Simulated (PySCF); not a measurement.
**Frontier orbitals and the lowest excitations**

Species: C3H6OS.
Structure used (GFN2-xTB), in Å, numbered top down from 1:
```
atom  x, y, z in Å
C1     1.7300    0.4254    0.0512
O2     0.3997    0.4733    0.5271
C3    -0.4350   -0.4236   -0.0645
C4    -1.8835   -0.1353   -0.0527
S5    -1.1494    0.0018   -1.6937
H6     1.7611    0.6679   -1.0161
H7     2.2849    1.1693    0.6173
H8     2.1679   -0.5662    0.2089
H9    -0.1032   -1.4626   -0.0258
H10   -2.5778   -0.9539    0.0797
H11   -2.1894    0.8064    0.3824
```

Computed with TDDFT PBE0/def2-SVPD, vertical, gas phase, core orbitals frozen in the response in PySCF.

Frontier orbitals with the atoms that hold most of them (Löwdin shares over 4%, at most four atoms; ? is withheld):

```tsv
orbital	ε (eV)	atoms
LUMO+2	0.87	S5 37%, C1 20%, H6 8%, C3 7%
LUMO+1	0.79	S5 44%, H9 10%, C3 10%, C4 9%
LUMO	0.11	?
HOMO	?	S5 75%, C4 10%, C3 6%
HOMO-1	-7.77	?
HOMO-2	-9.11	O2 24%, C4 22%, S5 22%, C3 18%
HOMO-3	-9.60	S5 30%, O2 19%, C4 18%, C1 10%
```

(1) Which atoms hold the HOMO-1, and with what shares?

(2) Give the leading atoms of the LUMO.

(3) What is the HOMO energy, and the HOMO–LUMO gap?

## Answers

(1) O2 (bonded to 2 C) 40%; S5 (bonded to 2 C) 29%; C3 (bonded to C, O, S and H) 13%; C1 (bonded to O and 3 H) 6%. By element: oxygen 40%, sulfur 29%, carbon 18% or more.

(2) S5 (bonded to 2 C) 52%; C4 (bonded to C, S and 2 H) 16%; C3 (bonded to C, O, S and H) 14%; O2 (bonded to 2 C) 5%. By element: sulfur 52%, carbon 30% or more, oxygen 5%.

(3) ε(HOMO) = -6.65 eV; the gap is 6.75 eV (0.2481 hartree).

Task: How does S1 compare with the orbital gap of 6.75 eV?

Result: S1 is at 5.01 eV (f = 0.0004), 1.74 eV below the gap, made of HOMO→LUMO (96%). Without the coupling terms of the response equations the lowest excitation would equal the gap.

Task: Give energy, strength and leading configuration of S1 and S4, and follow the Löwdin shares of the leading atoms from the occupied to the empty orbital.

Result: 
- S1 (5.01 eV, f 0.0004), HOMO→LUMO (96%): S5 75% → 52%, C4 10% → 16%
- S4 (6.75 eV, f 0.084), HOMO-1→LUMO (83%): O2 40% → 5%, S5 29% → 52%, C4 at most 6% → 16%

Löwdin shares depend on the basis, the more so with diffuse functions.

Hardware: one thread of an Intel Xeon 6975P-C, on a shared host. Cost: 12 s of wall time (grids of density and orbitals included), 0.69 GiB resident at most.

One conformer stands for the species.
